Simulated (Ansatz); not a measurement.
Relaxation of AlH4NO (7 atoms, charge 0, multiplicity 1), to a largest force component of 0.03 eV/Å in at most 50 steps.

These are results of Ansatz, RKS PBE-D4/def2-SVP, not measurements.

```xyz
7
Properties=species:S:1:pos:R:3:forces:R:3
Al -0.398 -1.319 -0.572 0.08 0.19 0.15
O 1.098 0.539 1.197 0.15 -0.53 -0.48
H 0.928 0.020 2.008 0.00 0.00 0.00
H 1.710 -0.067 0.702 -0.25 0.37 0.32
N -1.677 -0.089 -0.959 0.01 -0.01 0.00
H -2.475 -0.236 -1.589 0.00 0.00 0.00
H -1.716 0.872 -0.600 0.02 -0.01 0.01
```

Q: Where does it end, and by what steps?

A: The run ended unconverged. The force dipped under the threshold on the way, but the program's further checks kept it going. After 49 steps the energy has fallen by 1.148 eV; H3 moved furthest, 2.46 Å. Parted: O2–H3. Joined: Al1–O2, H3–N5.

| step | energy less start (eV) | largest force component (eV/Å) | accepted |
| --- | --- | --- | --- |
| 0 | 0.0000 | 0.533 | yes |
| 2 | -0.1314 | 1.383 | yes |
| 4 | -0.1777 | 0.731 | no |
| 6 | -0.2040 | 0.035 | yes |
| 8 | -0.2045 | 0.103 | yes |
| 10 | -0.2055 | 0.063 | yes |
| 12 | -0.2066 | 0.052 | yes |
| 14 | -0.2087 | 0.323 | yes |
| 16 | -0.2181 | 0.286 | yes |
| 18 | -0.2245 | 0.153 | yes |
| 20 | -0.2290 | 0.118 | yes |
| 22 | -0.2335 | 0.111 | yes |
| 24 | -0.2361 | 0.077 | yes |
| 26 | -0.2468 | 0.315 | yes |
| 28 | -0.2544 | 0.128 | yes |
| 30 | -0.2581 | 0.038 | yes |
| 32 | -0.2588 | 0.074 | yes |
| 34 | -0.2594 | 0.031 | yes |
| 36 | -0.2602 | 0.162 | yes |
| 38 | -0.2660 | 0.240 | yes |
| 40 | -0.3326 | 0.621 | yes |
| 42 | -0.8220 | 0.981 | yes |
| 44 | -1.0424 | 1.117 | yes |
| 46 | -1.1202 | 0.218 | yes |
| 48 | -1.1425 | 0.226 | no |
| 49 | -1.1481 | 0.044 | yes |

```xyz
7
Properties=species:S:1:pos:R:3
Al 0.575 -0.927 -0.814
O 0.970 -0.308 0.813
H -0.960 0.603 0.540
H 1.822 -0.540 1.222
N -1.276 0.222 -0.369
H -2.130 -0.333 -0.210
H -1.530 1.002 -0.993
```

Run time: 91 s on 1 thread of Intel(R) Xeon(R) Platinum 8259CL CPU @ 2.50GHz (Skylake/Cascade Lake), with other jobs on the host, peak memory 0.14 GiB.
